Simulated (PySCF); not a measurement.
Saddle point of CH8SSi, singlet (CH₆Si ([CH3][SiH3]) + H₂S → SiH₄S ([SiH3][SH]) + CH₄; bonds formed: Si1–S7, C2–H6; bonds broken: Si1–C2, H6–S7), PBE0-D4/def2-TZVP structure:

Si1  (-0.657, 0.811, -0.264)
C2  (-0.066, -0.968, 0.793)
H3  (-0.883, 0.718, -1.723)
H4  (-2.014, 0.441, 0.279)
H5  (-0.375, 2.086, 0.431)
H6  (0.763, -0.194, 0.155)
S7  (1.826, 0.892, -0.812)
H8  (-0.473, -0.661, 1.754)
H9  (0.856, -1.534, 0.975)
H10  (-0.754, -1.615, 0.249)
H11  (1.777, 0.024, -1.837)
(Å)

Energies are electronic, without zero-point energy. Barriers and step energies count from the start structure reached by relaxing down the imaginary mode; all methods use the PBE0-D4 structures, on which another method's saddle can fall below an end. PySCF 2.14 with density fitting (its default auxiliary sets; JK sets also for MP2 and CCSD(T)); basis: def2-TZVPP, with def2-QZVPP for the basis limit; cores frozen in the correlated methods. B3LYP uses VWN-RPA correlation. Extrapolation: Hartree–Fock as exp(−7.88 √X), correlation as X^−2.97.

| method | barrier (eV) | step energy (eV) |
| --- | --- | --- |
| SPW92 | 1.758 | -0.534 |
| PBE-D4 | 2.036 | -0.606 |
| r2SCAN-D4 | 2.192 | -0.621 |
| PBE0-D4 | 2.225 | -0.610 |
| B3LYP-D4 | 2.431 | -0.600 |
| BHLYP-D4 | ? | -0.610 |
| wB97M-V | ? | -0.576 |
| HF | ? | -0.642 |
| MP2 | 2.422 | -0.615 |
| CCSD | 2.679 | -0.575 |
| CCSD(T) | 2.543 | -0.577 |

Task: Fill in the withheld barriers. (An estimate is asked for; the value comes from the calculation.)

Result: Computed: wB97M-V 2.453; BHLYP-D4 2.659; HF 3.260 eV. Each is the energy of the saddle less that of the start structure, by the same method.

For comparison, the barrier by CCSD(T) at an estimated basis limit (MP2 extrapolated from triple and quadruple zeta, plus CCSD(T) − MP2 in triple zeta) is 2.450 eV.

No T1 diagnostic of these runs exceeds 0.012.

Labels in which every atom is bracketed show which atoms are joined, not bond orders.

For scale, one of the runs: CCSD(T)/def2-TZVPP, 227 basis functions, launched by `OMP_NUM_THREADS=4 python run.py`. Hardware: 4 CPU threads of an Arm Neoverse V2, shared host. Wall time 9.1 min; peak host memory 3.2 GiB.
